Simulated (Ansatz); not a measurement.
We consider hcp Sc, described by PBE-D3(BJ) (PAW; Ansatz, a quantum-chemistry and plane-wave program).

Numerical settings: plane-wave cutoff 520 eV, 18×18×10 k mesh (along the axes of the cell as run), Fermi–Dirac smearing 0.05 eV, scalar-relativistic PAW data made under PBE.

Properties against volume:

Shape and atoms are relaxed at each volume.

| V (Å³/atom) | P (GPa) | c (Å) | a (Å) |
|---|---|---|---|
| 22.535 | 2.50 | 5.000 | 3.226 |
| 23.005 | 1.20 | 5.037 | 3.248 |
| 23.474 | 0.00 | 5.074 | 3.269 |
| 23.944 | -1.10 | 5.110 | 3.290 |
| 24.413 | -2.11 | 5.146 | 3.310 |

Note: the bulk modulus comes from volumes at which shape and atoms were relaxed.
